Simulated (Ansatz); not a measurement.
## How the lattice constant a of Ag (model structure, started from the simple cubic type, Pm-3m, No. 221, 1 atom in the cell) moves with the method

No measured value is used here.

```csv
level (code),value (Å)
PBE (Ansatz),2.750
PBEsol (Ansatz),2.685
PBE-D3(BJ) (Ansatz),(withheld)
r²SCAN (Ansatz),2.715
```

Complete the blanks.


- PBE-D3(BJ) (Ansatz, a first-principles code), value (Å): 2.702

Ansatz's density-functional and Hartree–Fock values are scalar-relativistic unless marked +SOC, with PAW data made under PBE.

A model structure was made by putting elements into a prototype or built by hand; it is no filed structure, need not be a known phase, and can be a saddle point held by its symmetry.
